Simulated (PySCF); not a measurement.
**Exact mass, isotope pattern and composition**

Species: `C(F)(Cl)F`.

All values are calculated from tables of isotopes.

Question: What are the average molar mass and the monoisotopic mass?

Answer: For CHClF2, with standard atomic weights, 2 × 18.998 + 1 × 12.011 + 1 × 35.450 + 1 × 1.008 = 86.465 g/mol. From the most abundant isotopes (19F, 12C, 35Cl, 1H), 2 × 18.998403 + 1 × 12.000000 + 1 × 34.968853 + 1 × 1.007825 = 85.9735 u.

Question: Work out the cluster of the molecular ion M+•, one line a nominal mass.

Answer: 
| nominal mass | m/z (centroid) | relative intensity |
| --- | --- | --- |
| 86 | 85.9729 | 100.0 |
| 87 | 86.9763 | 1.1 |
| 88 | 87.9700 | 32.0 |
| 89 | 88.9734 | 0.3 |

Cut off at 0.1 %. One electron mass, 0.00055 u, is taken off.

Question: Elemental analysis, calculated?

Answer: F 43.94 %, C 13.89 %, Cl 41.00 %, H 1.17 %.

Question: What share of all molecules is the monoisotopic species?

Answer: 1^2 × 0.9893 × 0.7578 × 0.999885 = 74.96 %.

Question: List the species in which a single atom is changed from its most abundant isotope.

Answer: Intensity in % of the monoisotopic species:

| isotope | mass shift (u) | m/z | intensity (%) |
| --- | --- | --- | --- |
| 13C | +1.00335 | 86.9763 | 1.08 |
| 37Cl | +1.99705 | 87.9700 | 31.96 |

Species under 0.02 % are left out.
